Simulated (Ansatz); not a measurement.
# C4H5Cl2 (charge +1): harmonic frequencies at the relaxed geometry from a Python script

At which frequencies does C4H5Cl2 (charge +1) vibrate? The task is harmonic frequencies at the relaxed geometry, for C4H5Cl2 (charge +1). SMILES: CC=C[C+](Cl)Cl.

Computed with Ansatz 0.2.0 through its Python package. Level of theory: Hartree-Fock/6-31G*.

## 1. Starting point

Bond lengths: C1–C2 1.495 Å, C2–C3 1.343 Å, C3–C4 1.443 Å, C4–Cl5 1.723 Å, C4–Cl6 1.718 Å, C1–H7 1.094 Å, C1–H8 1.094 Å, C1–H9 1.094 Å, C2–H10 1.088 Å, C3–H11 1.089 Å. Angles (14 of 15 angles, heavy atoms first): C1–C2–C3 123.7°, C2–C3–C4 126.7°, C3–C4–Cl5 118.7°, C3–C4–Cl6 122.6°, Cl5–C4–Cl6 118.7°, C1–C2–H10 115.4°, C3–C2–H10 120.9°, C2–C1–H7 109.9°, C2–C1–H8 109.9°, C2–C1–H9 112.3°, C2–C3–H11 118.4°, C4–C3–H11 114.9°, H7–C1–H8 108.3°, H7–C1–H9 108.2°.

No structure file is read: the coordinates are typed or built in the script.

## 2. The script

c4h5cl2_freq.py

```python
"""Harmonic frequencies of C4H5Cl2(+) at its relaxed geometry."""

import warnings

import ansatz as az
from ase import Atoms
from ase.thermochemistry import IdealGasThermo
import numpy as np
from rdkit import Chem
from rdkit.Chem import AllChem


def main() -> None:
    warnings.simplefilter("ignore", az.DeckWarning)

    # a force-field geometry from the SMILES
    rd = Chem.AddHs(Chem.MolFromSmiles("CC=C[C+](Cl)Cl"))
    AllChem.EmbedMolecule(rd, randomSeed=478)
    AllChem.UFFOptimizeMolecule(rd)
    mol = az.Crystal.molecule()
    for atom, xyz in zip(rd.GetAtoms(), rd.GetConformer().GetPositions()):
        mol = mol.atom(atom.GetSymbol(), xyz.round(5).tolist())

    calculation = (
        mol.calculation()
        .basis(gaussian="6-31G*")
        .functional("HF")
        .charge(1)
    )
    symbols = [site.symbol for site in mol.cartesian_sites]
    start = np.array([site.position_ang for site in mol.cartesian_sites], dtype=float)
    rep = calculation.relax(force_tolerance=0.003).run(threads=1).report
    end = np.array(rep["positions_ang"])

    print("final positions (A) and the move of each atom")
    for symbol, xyz, old in zip(symbols, end, start):
        print(f"{symbol:2s} {xyz[0]:10.5f} {xyz[1]:10.5f} {xyz[2]:10.5f}   {np.linalg.norm(xyz - old):7.4f}")

    # same settings at the minimum
    minimum = az.Crystal.molecule()
    for symbol, place in zip(symbols, end):
        minimum = minimum.atom(symbol, place.tolist())
    vibrating = (
        minimum.calculation()
        .basis(gaussian="6-31G*")
        .functional("HF")
        .charge(1)
        .phonons(temperatures=(200, 600, 100))
    )
    vib = vibrating.run(threads=1).report["vibrations"]
    sums = vib["harmonic_sums"]
    modes = [m["omega_inv_cm"] for m in sums["modes_at_gamma"] if m["rigid_motion"] == "no"]
    for number, w in enumerate(modes, start=1):
        print(f"mode {number:2d} {w:9.1f} 1/cm {w / 8065.544 * 1000:8.2f} meV")
    print("imaginary modes:", sum(w < 0 for w in modes), " zero-point energy:", round(sums["zero_point_energy_ev"], 4), "eV")
    # rigid rotor and ideal gas, symmetry number taken as one
    gas = IdealGasThermo(vib_energies=[w / 8065.544 for w in modes if w > 0], geometry="linear" if len(modes) == 3 * len(symbols) - 5 else "nonlinear",
                         atoms=Atoms(symbols, positions=end), symmetrynumber=1, spin=0.0)
    print(f"H(298 K) - E = {gas.get_enthalpy(298.15, verbose=False):.4f} eV")
    print(f"S(298 K, 1 bar) = {96485.33 * gas.get_entropy(298.15, 1e5, verbose=False):.1f} J/(mol K) with symmetry number 1")


if __name__ == "__main__":
    main()
```

## 3. The input behind the calls

The package turns the script's settings into the engine's input (first run):

```yaml
crystal:
  periodic: [false, false, false]
  atoms:
    - { symbol: C, position_ang: [1.27382, 0.10975, 0.79612] }
    - { symbol: C, position_ang: [0.62326, -0.7197, -0.26686] }
    - { symbol: C, position_ang: [-0.59297, -0.49416, -0.78506] }
    - { symbol: C, position_ang: [-1.52972, 0.57807, -0.38818] }
    - { symbol: Cl, position_ang: [-1.59177, 1.27535, 1.22371] }
    - { symbol: Cl, position_ang: [-2.84347, 0.97229, -1.47882] }
    - { symbol: H, position_ang: [0.76847, -0.051, 1.77038] }
    - { symbol: H, position_ang: [2.33429, -0.19918, 0.90766] }
    - { symbol: H, position_ang: [1.25203, 1.18423, 0.51673] }
    - { symbol: H, position_ang: [1.20769, -1.52998, -0.68644] }
    - { symbol: H, position_ang: [-0.90163, -1.12566, -1.60925] }
basis:
  gaussian:
    orbitals: "6-31G*"
hamiltonian:
  xc: hf
total_charge: 1.0
relax:
  f_tol: 0.003
```

## 4. The run

Launch:

```
$ python c4h5cl2_freq.py
```

Without the output at hand: what should come out? Wanted: moves of the relaxation of run 1; energy gained in run 1; last largest force component of run 1; highest frequency; imaginary modes; zero-point energy.

As calculated:

```
                             quantity        value
                        runs compared            2
     moves of the relaxation of run 1           13
               energy gained in run 1     0.660 eV
last largest force component of run 1  0.0020 eV/Å
                    highest frequency    3405 cm⁻¹
                      imaginary modes            0
                    zero-point energy     2.302 eV
```

What this shows: Run 1: The relaxation took 13 moves; the largest shift is 0.501 Å, of atom 6 (Cl). All frequencies are real, so the geometry is a minimum. The values are harmonic; measured fundamentals also hold anharmonic shifts, mostly downward for stretches. Reading the output:
- The frequencies are harmonic and unscaled, in a modest basis.
- The result belongs to the one conformer reached from this start, and soft torsions count as harmonic oscillators.
- The entropy takes a symmetry number of 1; a symmetric molecule's is lower by R ln(sigma).
